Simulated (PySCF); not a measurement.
# C4H5NO (2-methyl-3-oxopropanenitrile): the cost of one run

Computed with PySCF 2.14.0 and routines of our own; the level stands in each step. Atoms count from 0.

### Step 1. The starting structure

11 atoms, charge 0, multiplicity 1; geometry from: GFN2-xTB.

### Step 2. Geometry optimisation at PBE0-D3(BJ)/def2-TZVP

The job: settings as JSON, then the geometry in Å.

```
{"job": {"xc": "PBE0", "basis": "def2-TZVP", "d3": "d3bj", "grid": 2, "kind": "geom"}, "charge": 0, "multiplicity": 1}
C     -0.835650    -0.914711    -0.246037
C     -0.106769     0.292180     0.357780
C     -0.314118     1.459787    -0.469499
N     -0.478986     2.371805    -1.137029
C      1.389887     0.036988     0.421721
O      2.058854     0.169346     1.401421
H     -0.467346    -1.120586    -1.248822
H     -1.903173    -0.716171    -0.303567
H     -0.676159    -1.792439     0.375613
H     -0.477341     0.510372     1.366071
H      1.816226    -0.293899    -0.543614
```

Launch:

```console
$ OMP_NUM_THREADS=1 python excited_run.py task.json out
```

The driver reads the jobs from task.json and runs them one after another.

Q: Estimate the wall time and peak memory of this first job on 1 thread of Arm Neoverse V2, shared host.

About 2.5 min, with a peak of 0.88 GiB.
